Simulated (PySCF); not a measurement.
**C2H6S: geometry, coupled-cluster ionisations and excitations**

Wanted: the coupled-cluster ionisations and excitations of C2H6S (`CSC`), by calculation.

Computed with PySCF 2.14.0, with density-fitted response routines of our own, on a single molecule in the gas phase. Atoms count from 0, in the outputs and in this text.

**1. The molecule as given**

9 atoms, charge 0, multiplicity 1; geometry from: GFN2-xTB.

Bonds of the start (Å): C0–S1 1.81, S1–C2 1.81, C0–H3 1.09, C0–H4 1.08, C0–H5 1.09, C2–H6 1.09, C2–H7 1.08, C2–H8 1.09.

**2. Geometry optimisation at PBE0-D3(BJ)/def2-TZVP**

Job settings and geometry (Å):

```
{"job": {"xc": "PBE0", "basis": "def2-TZVP", "d3": "d3bj", "grid": 2, "kind": "geom"}, "charge": 0, "multiplicity": 1}
C      1.275940     0.159840     0.765410
S      0.013490     0.259390    -0.534130
C     -1.302660    -0.674830     0.295080
H      1.525050    -0.881410     0.951080
H      2.148340     0.691040     0.400870
H      0.903790     0.632170     1.670550
H     -0.958610    -1.685320     0.497990
H     -2.148800    -0.699790    -0.382840
H     -1.579700    -0.171680     1.217490
```

**Question.** This job is followed by: EOM-CCSD/cc-pVTZ, vertical, frozen core, gas phase. Predict these results of the whole session: point group; rotational constants (main isotopes); correlation energy, MP2 and CCSD; T1 diagnostic; first ionisation (EOM-IP-CCSD).

The runs gave:

```
                            quantity                  value
                         point group                    C2v
rotational constants (main isotopes)  18.05, 7.65, 5.77 GHz
    correlation energy, MP2 and CCSD      -14.66, -15.80 eV
                       T1 diagnostic                 0.0090
      first ionisation (EOM-IP-CCSD)                8.65 eV
```

What this shows: The optimisation took 3 steps and gained 0.016 eV; among the close pairs (by a distance rule), S1–C2 changed most, from 1.815 to 1.795 Å. No frequency check was run at this level, so the end point may be a saddle. MP2 recovers 93 % of the CCSD correlation energy. For the hole of the first ionisation, Koopmans' theorem lies 0.43 eV above EOM-IP-CCSD.
